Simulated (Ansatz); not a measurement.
```yaml
crystal:
  periodic: [false, false, false]
  atoms:
    - {symbol: Al, position_ang: [-1.071741, -0.374104, -0.002562]}
    - {symbol: N, position_ang: [0.721955, -0.265365, -0.001254]}
    - {symbol: Ge, position_ang: [2.385733, -0.258261, -0.000431]}
    - {symbol: H, position_ang: [-2.035946, 0.897731, 0.004247]}
basis:
  gaussian: {orbitals: def2-TZVP}
magnetization: {spin_polarized: true, initial_magnetization: 1}
hamiltonian: {xc: pbe0}
relax: {f_tol: 0.004, max_steps: 80}
```

```sh
$ ansatz run in.yaml --threads 1 --pin off --events-out ev --progress --plain --max-ram 2176MiB
```

Steps of the relaxation (energy above the last step; positions in Å, forces in eV/Å):

```
4
step 1, 20.3 meV
Al   -1.072   -0.374   -0.003    0.461   -0.332   -0.002
N     0.722   -0.265   -0.001   -0.796    0.171    0.001
Ge    2.386   -0.258    0.000    0.289   -0.033    0.000
H    -2.036    0.898    0.004    0.047    0.194    0.001
```

```
4
step 2, 2.9 meV
Al   -1.083   -0.420   -0.003    0.228    0.001    0.000
N     0.696   -0.262   -0.001   -0.338    0.025    0.000
Ge    2.364   -0.234    0.000    0.100   -0.021    0.000
H    -1.977    0.916    0.004    0.010   -0.006    0.000
```

```
4
step 3, 1.5 meV
Al   -1.081   -0.424   -0.003    0.092    0.013    0.000
N     0.691   -0.258   -0.001   -0.122    0.022    0.000
Ge    2.361   -0.234    0.000    0.034   -0.020    0.000
H    -1.971    0.916    0.004   -0.003   -0.015    0.000
```

```
4
step 4, 0.8 meV
Al   -1.076   -0.419   -0.003    0.035   -0.006    0.000
N     0.693   -0.249   -0.001   -0.041    0.030    0.000
Ge    2.363   -0.243    0.000    0.001   -0.017    0.000
H    -1.980    0.911    0.004    0.004   -0.006    0.000
```

```
4
step 5, 0.0 meV
Al   -1.067   -0.414   -0.003   -0.008    0.008    0.000
N     0.697   -0.212   -0.001   -0.046   -0.004    0.000
Ge    2.365   -0.271   -0.001    0.056    0.000    0.000
H    -1.995    0.898    0.004   -0.001   -0.004    0.000
```

```
4
step 6, 0.0 meV
Al   -1.067   -0.413   -0.003    0.000    0.000    0.000
N     0.697   -0.215   -0.001   -0.001    0.000    0.000
Ge    2.367   -0.270   -0.001    0.001    0.000    0.000
H    -1.996    0.899    0.004    0.000    0.000    0.000
```

Close pairs at the end: Al1–H4 1.607 Å, N2–Ge3 1.671 Å, Al1–N2 1.775 Å.

A stationary point of unrestricted PBE0 after 6 steps, with ⟨S²⟩ = 0.755 against 0.75 for a pure state; no frequencies were run, so it isn't proven a minimum. 47 s on 1 thread of Arm Neoverse V2, shared host.
